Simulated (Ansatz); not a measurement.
A made-up structure of SiHF2, doublet:

```
4
angstrom
F 1.2744 0.6255 -0.4117
Si -0.0276 -0.2853 -0.3162
F -1.2828 0.6912 -0.2481
H -1.9320 0.9711 0.3248
```

It is relaxed with PBE-D4/def2-SVP and then PBE0-D4/def2-TZVP (Ansatz 0.2.0). Atoms count as bonded within 1.22 times the sum of their covalent radii (H–H: 0.88 Å). The end point is not checked to be a true minimum.

Task: Does its bonding change? (A judgement: the text doesn't fix the answer.)

Result: By the calculation: Yes. Formed: none; broken: Si2–F3.

Where it ends: The first stage lowers the energy by 2.40 eV in 13 steps. It ends as a complex of SiF + HF:
| atom | x (Å) | y (Å) | z (Å) |
| --- | --- | --- | --- |
| F1 | 0.8295 | 0.7994 | -0.0348 |
| Si2 | 0.3100 | -0.6607 | -0.5685 |
| F3 | -1.7770 | 0.5498 | -0.1642 |
| H4 | -1.3304 | 1.3140 | 0.1164 |

For scale, one of the runs: PBE0-D4/def2-TZVP relaxation, 105 basis functions, launched by `ansatz run in.yaml --threads 2 --pin off --events-out ev --progress --plain --max-ram 4352MiB`. Hardware: 2 CPU threads of an Arm Neoverse V1, shared host. Wall time about 20 s.
